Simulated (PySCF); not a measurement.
The isolated species H3Si(SH) (`[SiH3]S`) is ionised with synchrotron light (hν = 2400.0 eV). Calculated photoelectron kinetic energies of its computed core levels, recoil neglected:

```json
{"line": "1", "kinetic energy (eV)": "2292.50"}
{"line": "2", "kinetic energy (eV)": "2291.87"}
{"line": "3", "kinetic energy (eV)": "552.70"}
```

Theory: delta-SCF UKS SCAN, pcX-2 on the ionised atom, pcseg-1 elsewhere, spin-free X2C (PySCF 2.14.0).

**Question.** Convert to binding energies and name the level and atom behind each line. Numbering: `[SiH3:1][SH:2]`.

**Answer.** Against the vacuum level, binding energy = hν − kinetic energy.

```tsv
line	binding energy (eV)	level	atoms	environment
1	107.50	Si 2p3/2	Si1	SiH3 silicon
2	108.13	Si 2p1/2	Si1	SiH3 silicon
3	1847.30	Si 1s	Si1	SiH3 silicon
```

Out of reach at this photon energy: S 1s (2477.4 eV).

**Question.** Where does line 1 move with hν = 1486.6 eV?

**Answer.** To 1486.6 − 107.50 = 1379.10 eV; every photoline shifts by the change in photon energy, -913.4 eV.

**Question.** Give the binding energy of Si 1s of Si1 in hartree and in kJ/mol.

**Answer.** 1847.30 eV = 67.8870 Eh = 178237 kJ/mol.

Other core shells, valence and Auger electrons aren't listed. Not every level is listed. Spin–orbit and ligand-field terms were added within each 2p shell after the spin-free SCF. 2p1/2 minus 2p3/2 (ligand field included): Si 0.62 eV. Isolated species at its PBE0-D3(BJ)/def2-SVP geometry, gas phase.
